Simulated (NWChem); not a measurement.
# One shape, several levels: doublet [C6H6]+

Wanted: a comparison of 4 runs (UHF/def2-SVP, USVWN5/def2-SVP, UPBE/def2-SVP, UMP2/def2-SVP) of doublet [C6H6]+. 

The results are computed with NWChem 7.3.0.

### Step 1. The molecule

[C6H6]+ has 12 atoms, charge +1, and is taken as a doublet. SMILES of the parent species: `C=C1C=CC=C1`. The shape is that of a PBE0-D4/def2-TZVP optimisation. That shape belongs to the parent species and isn't relaxed for this state.

Bond lengths: C1–C2 1.336 Å, C2–C3 1.465 Å, C3–C4 1.346 Å, C4–C5 1.466 Å, C2–C6 1.465 Å, C5–C6 1.346 Å, C1–H7 1.084 Å, C1–H8 1.084 Å, C3–H9 1.081 Å, C4–H10 1.082 Å, C5–H11 1.082 Å, C6–H12 1.081 Å. Some angles: C1–C2–C3 126.8°, C1–C2–C6 126.8°, C3–C2–C6 106.3°, C2–C3–C4 107.8°, C3–C4–C5 109.0°, C4–C5–C6 109.0°, C2–C6–C5 107.8°, C2–C1–H7 121.3°, C2–C1–H8 121.3°, C2–C3–H9 124.6°.

### Step 2. The energy at UHF/def2-SVP (run 1)

Input file run.py:

```python
from ase import Atoms
from ase.calculators.nwchem import NWChem

atoms = Atoms(['C', 'C', 'C', 'C', 'C', 'C', 'H', 'H', 'H', 'H', 'H', 'H'], positions=[
    [-0.818100, -1.597600, 0.906600],
    [-0.269900, -0.537800, 0.305500],
    [0.652900, 0.430400, 0.902600],
    [0.964800, 1.337500, -0.041700],
    [0.261500, 0.997400, -1.282700],
    [-0.471600, -0.113400, -1.081700],
    [-1.493400, -2.259800, 0.376500],
    [-0.605400, -1.830200, 1.944100],
    [1.002400, 0.394600, 1.924400],
    [1.624900, 2.186300, 0.076600],
    [0.333200, 1.561600, -2.202900],
    [-1.104400, -0.624200, -1.793300],
])

calc = NWChem(
    label='nw',
    theory='scf',
    memory='2200 mb',
    basis='def2-SVP',
    basispar='spherical bse',
    charge=1,
    scf={'nopen': '1', 'uhf': None, 'thresh': '1e-08', 'maxiter': '80'},
    task='energy',
)
atoms.calc = calc

print("Total energy (eV):", round(atoms.get_potential_energy(), 6))
```

The run is started by

```console
$ export ASE_NWCHEM_COMMAND="nwchem PREFIX.nwi > PREFIX.nwo"
$ python run.py
```

Log:

```text
Total energy (eV): -6264.509594
```

The calculator wrote nw.nwi:

```
title "nw"

permanent_dir nw

scratch_dir nw

start nw

geometry units angstrom nocenter noautosym noautoz
  C  -8.1810000000000005e-01 -1.5975999999999999e+00 9.0659999999999996e-01
  C  -2.6989999999999997e-01 -5.3779999999999994e-01 3.0549999999999999e-01
  C  6.5290000000000004e-01 4.3040000000000000e-01 9.0259999999999996e-01
  C  9.6479999999999999e-01 1.3374999999999999e+00 -4.1700000000000001e-02
  C  2.6150000000000001e-01 9.9739999999999995e-01 -1.2827000000000000e+00
  C  -4.7160000000000002e-01 -1.1340000000000000e-01 -1.0817000000000001e+00
  H  -1.4934000000000001e+00 -2.2597999999999998e+00 3.7650000000000000e-01
  H  -6.0540000000000005e-01 -1.8302000000000000e+00 1.9440999999999999e+00
  H  1.0024000000000000e+00 3.9460000000000001e-01 1.9244000000000001e+00
  H  1.6249000000000000e+00 2.1863000000000001e+00 7.6600000000000001e-02
  H  3.3320000000000000e-01 1.5616000000000001e+00 -2.2029000000000001e+00
  H  -1.1044000000000000e+00 -6.2419999999999998e-01 -1.7932999999999999e+00
end

charge 1

memory 2200 mb

basis spherical bse noprint
   * library def2-SVP
end

scf
  nopen 1
  uhf
  thresh 1e-08
  maxiter 80
end

task scf energy
```

nw.nwo:

```text
Northwest Computational Chemistry Package (NWChem) 7.3.0
             --------------------------------------------------------

           Job information
           ---------------

    nwchem branch   = 7.3.0
    use scalapack   = T
    input           = nw.nwi
    prefix          = nw.
    data base       = nw/nw.db
    status          = startup
    nproc           =        1

           Memory information
           ------------------

[... 5 lines left out ...]
    hardfail = no
[... 37 lines left out ...]
            Nuclear Dipole moment (a.u.)
[... 94 lines left out ...]
 2-e energy   =     257.244372
[... 18 lines left out ...]
  ga_iter_lsolve: convergence stagnant ... aborting solve
[... 13 lines left out ...]
      One electron energy =   -699.653943457043
[... 9 lines left out ...]
          Final alpha eigenvalues
[... 359 lines left out ...]
                     UHF Final Beta Molecular Orbital Analysis
[... 343 lines left out ...]
       Multipole analysis of the density wrt the origin
       ------------------------------------------------

     L   x y z        total         alpha         beta         nuclear
     -   - - -        -----         -----         ----         -------
     0   0 0 0      1.000000    -21.000000    -20.000000     42.000000

     1   1 0 0      0.150853     -1.333389     -1.680860      3.165102
[... 8 lines of this table left out ...]
     2   0 0 2    -16.471378    -87.567136    -82.394283    153.490040

 Task  times  cpu:       90.5s     wall:       90.5s
 Total times  cpu:       90.6s     wall:       90.6s
```

Wall time 92 s (1 thread of Intel Xeon 6975P-C (Granite Rapids), shared host); peak memory 0.097 GiB.

### Step 3. The energy at USVWN5/def2-SVP (run 2)

Input file c6h6.nw:

```
echo
start c6h6
title "C6H6 energy"
memory 2200 mb
charge 1

geometry units angstrom noautosym nocenter noautoz
 C     -0.818100    -1.597600     0.906600
 C     -0.269900    -0.537800     0.305500
 C      0.652900     0.430400     0.902600
 C      0.964800     1.337500    -0.041700
 C      0.261500     0.997400    -1.282700
 C     -0.471600    -0.113400    -1.081700
 H     -1.493400    -2.259800     0.376500
 H     -0.605400    -1.830200     1.944100
 H      1.002400     0.394600     1.924400
 H      1.624900     2.186300     0.076600
 H      0.333200     1.561600    -2.202900
 H     -1.104400    -0.624200    -1.793300
end

basis spherical bse
 * library def2-SVP
end

dft
 xc slater vwn_5
 mult 2
 grid fine
 convergence energy 1e-08
 iterations 100
 mulliken
 print low
end

task dft
```

The run is started by

```console
$ nwchem c6h6.nw > c6h6.out
```

Log:

```text
[...]
 d= 0,ls=0.0,diis     1   -229.4789118513 -4.31D+02  6.04D-03  2.70D-01     2.3
[...]
 d= 0,ls=0.0,diis    12   -229.5545805098 -5.84D-09  2.94D-07  5.54D-10    23.1
[...]
         Total DFT energy =     -229.554580509762
      One electron energy =     -700.481423285672
           Coulomb energy =      301.470719222019
    Exchange-Corr. energy =      -32.207437927843
 Nuclear repulsion energy =      201.663561481734
[...]
      Total Density - Mulliken Population Analysis
     ---------------------------------------------
    Atom       Charge   Shell Charges
 -----------   ------   -------------------------------------------------------
    1 C    6     6.00   1.98  0.93  0.30  2.06  0.70  0.02
    2 C    6     6.06   1.98  0.92  0.15  2.14  0.83  0.04
    3 C    6     5.88   1.98  0.94  0.31  2.07  0.55  0.03
    4 C    6     5.97   1.98  0.93  0.32  2.09  0.61  0.03
    5 C    6     5.97   1.98  0.93  0.32  2.09  0.61  0.03
    6 C    6     5.88   1.98  0.94  0.31  2.07  0.55  0.03
    7 H    1     0.87   0.70  0.14  0.02
    8 H    1     0.87   0.70  0.14  0.02
    9 H    1     0.88   0.71  0.15  0.02
   10 H    1     0.88   0.71  0.15  0.02
[...]
      <S2> =      0.7532 (Exact =     0.7500)
[...]
```

It took 24 s on 1 thread of Intel Xeon 6975P-C (Granite Rapids), shared host; peak memory 0.12 GiB.

### Step 4. A single-point energy at UPBE/def2-SVP (run 3)

Input file c6h6.nw:

```
start c6h6
title "C6H6"
memory stack 880 mb heap 220 mb global 1100 mb
charge 1

geometry noautosym nocenter noautoz
  C     -0.818100    -1.597600     0.906600
  C     -0.269900    -0.537800     0.305500
  C      0.652900     0.430400     0.902600
  C      0.964800     1.337500    -0.041700
  C      0.261500     0.997400    -1.282700
  C     -0.471600    -0.113400    -1.081700
  H     -1.493400    -2.259800     0.376500
  H     -0.605400    -1.830200     1.944100
  H      1.002400     0.394600     1.924400
  H      1.624900     2.186300     0.076600
  H      0.333200     1.561600    -2.202900
  H     -1.104400    -0.624200    -1.793300
end

basis spherical bse
  * library def2-SVP
end

dft
  xc xpbe96 cpbe96
  mult 2
  grid fine
  convergence energy 1e-08
  iterations 100
  mulliken
  print medium
end

task dft
```

The run is started by

```console
$ nwchem c6h6.nw > c6h6.out
```

Log:

```text
[...]
          Wavefunction type:  spin polarized.
          No. of atoms     :    12
          No. of electrons :    41
[...]
          Charge           :     1
          Spin multiplicity:     2
[...]
          AO basis - number of functions:   114
[...]
              XC Information
              --------------
          PerdewBurkeErnzerhof Exchange Functional  1.000
            Perdew 1991 LDA Correlation Functional  1.000 local
           PerdewBurkeErnz. Correlation Functional  1.000 non-local
[...]
 d= 0,ls=0.0,diis     1   -231.3391199491 -4.33D+02  5.62D-03  1.76D-01     3.8
[...]
 d= 0,ls=0.0,diis    13   -231.4082706232 -1.76D-09  1.20D-07  2.09D-10    46.5
[...]
         Total DFT energy =     -231.408270623236
      One electron energy =     -700.530604686235
           Coulomb energy =      301.582228702620
    Exchange-Corr. energy =      -34.123456121356
 Nuclear repulsion energy =      201.663561481734
[...]
      Total Density - Mulliken Population Analysis
     ---------------------------------------------
    Atom       Charge   Shell Charges
 -----------   ------   -------------------------------------------------------
    1 C    6     5.91   1.98  0.94  0.27  2.04  0.65  0.02
    2 C    6     6.10   1.99  0.94  0.16  2.13  0.85  0.04
    3 C    6     5.83   1.99  0.96  0.30  2.05  0.50  0.03
    4 C    6     5.93   1.99  0.95  0.31  2.07  0.58  0.03
    5 C    6     5.93   1.99  0.95  0.31  2.07  0.58  0.03
    6 C    6     5.83   1.99  0.96  0.30  2.05  0.50  0.03
    7 H    1     0.90   0.73  0.15  0.02
    8 H    1     0.90   0.73  0.15  0.02
    9 H    1     0.92   0.74  0.16  0.02
   10 H    1     0.91   0.73  0.15  0.02
[...]
      <S2> =      0.7563 (Exact =     0.7500)
[...]
```

Wall time 47 s (1 thread of Intel Xeon 6975P-C (Granite Rapids), shared host); peak memory 0.11 GiB.

### Step 5. The energy at UMP2/def2-SVP (run 4)

Input file work.nw:

```
START work
memory total 2200 mb
charge 1

GEOMETRY noautosym nocenter noautoz
   C    -0.818100   -1.597600    0.906600
   C    -0.269900   -0.537800    0.305500
   C     0.652900    0.430400    0.902600
   C     0.964800    1.337500   -0.041700
   C     0.261500    0.997400   -1.282700
   C    -0.471600   -0.113400   -1.081700
   H    -1.493400   -2.259800    0.376500
   H    -0.605400   -1.830200    1.944100
   H     1.002400    0.394600    1.924400
   H     1.624900    2.186300    0.076600
   H     0.333200    1.561600   -2.202900
   H    -1.104400   -0.624200   -1.793300
END

BASIS spherical bse
   C library def2-SVP
   H library def2-SVP
END

SCF
   nopen 1
   uhf
   thresh 1e-08
   maxiter 80
END

MP2
   freeze core 6
   tight
END

TASK mp2 energy
```

The run is started by

```console
$ nwchem work.nw > work.out
```

Log:

```text
[...]
  functions       =   114
[...]
  wavefunction    = UHF
[...]
         Total SCF energy =   -230.216483202143
      One electron energy =   -699.653943457065
      Two electron energy =    267.773898773188
 Nuclear repulsion energy =    201.663561481734
                       Sz =      0.5000
                 Sz(Sz+1) =      0.7500
                      S^2 =      0.9994
[...]
          Total MP2 energy          -230.930863601153
[...]
```

Wall time 1.7 min (1 thread of Intel Xeon 6975P-C (Granite Rapids), shared host); peak memory 0.43 GiB.

### Step 6. Overview of the runs

```
run            level  iteration cap  module  energy (Eh)  HOMO energy (eV)  LUMO energy (eV)   ⟨S²⟩  wall time
  1     UHF/def2-SVP             80     scf  -230.216483            -15.31             -5.99  0.999       92 s
  2  USVWN5/def2-SVP            100     dft  -229.554581                 –                 –  0.753       24 s
  3    UPBE/def2-SVP            100     dft  -231.408271            -12.35            -11.38  0.756       47 s
  4    UMP2/def2-SVP             80     mp2  -230.930864            -15.31             -5.99  0.999    1.7 min
```

### Step 7. What came out

| quantity | value |
| --- | --- |
| run 4: total energy | -230.93086 Eh |
| run 4: HOMO energy (Hartree–Fock orbitals) (highest over α and β) | -15.31 eV |
| run 4: LUMO energy (Hartree–Fock orbitals) (lowest over α and β) | -5.99 eV |
| run 4: correlation energy (6 core orbitals frozen) | -714.4 mEh |
| run 4: ⟨S²⟩ of the reference determinant | 0.999 |

In words: Totals of different functionals can't be ranked against each other. Spin contamination of the reference: run 1 ⟨S²⟩ = 1.00, run 4 ⟨S²⟩ = 1.00. All runs together took 4.4 min, the longest 1.7 min.
